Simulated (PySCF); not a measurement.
Compound: C3H4FN.
SMILES with atom numbers: `[F:1][CH2:2][C:3]1=[N:4][CH2:5]1` (hydrogens: H6, H7 on C2; H8, H9 on C5)

Computed with PySCF at CAM-B3LYP/def2-SVPD, non-relativistic, on one gas-phase PBE0-D3(BJ)/def2-SVP geometry that isn't relaxed in the solvent. The solvent is an IEF-PCM continuum (cavity from Bondi-type radii × 1.2). The model holds no explicit solvent molecules, cavitation or dispersion.

Gas phase at CAM-B3LYP/def2-SVPD: HOMO -9.55 eV, LUMO 0.54 eV, dipole 1.01 D.

What does the continuum do to the energy, the frontier levels and the dipole at CAM-B3LYP/def2-SVPD in chloroform?

```tsv
solvent	ε	E(solvent) − E(gas) (kcal/mol)	polarisation term (kcal/mol)	distortion of the solute (kcal/mol)	HOMO (eV)	LUMO (eV)	dipole (D)
chloroform	4.711	-4.29	-4.83	0.54	-9.55	0.63	1.31
```

The polarisation term is half the interaction of the solute with the surface charges that it induces; the rest is the cost of distorting the solute's density. The sum is the electrostatic part of solvation alone.

Which radius a makes the point-dipole formula ΔE = −[(ε − 1)/(2ε + 1)]·μ²/a³ give the value in chloroform, with the gas-phase dipole?

μ = 0.398 au and |ΔE| = 0.00684 Eh give a = 1.07 Å; the farthest nucleus lies 2.24 Å from the centroid of the nuclei, so such a sphere wouldn't even hold the nuclei. The formula assumes a rigid point dipole at the centre of a sphere.

How does the static polarisability (CAM-B3LYP/def2-SVPD, frozen core, with the continuum's full static response) change?

```json
{"medium": "gas", "isotropic (au)": "41.6", "principal values (au)": "33.5, 40.8, 50.4", "⟨r²⟩ of the electrons (bohr²)": "416.1"}
{"medium": "chloroform", "isotropic (au)": "49.6", "principal values (au)": "39.8, 49.7, 59.3", "⟨r²⟩ of the electrons (bohr²)": "416.3"}
```

The isotropic value in chloroform is 1.19 times the gas-phase one; no cavity-field correction is applied. ⟨r²⟩ is taken about the centre of nuclear charge.

The values belong to the conformer `[F:1][CH2:2][C:3]1=[N:4][CH2:5]1`: F1–C2–C3–N4 -178°.
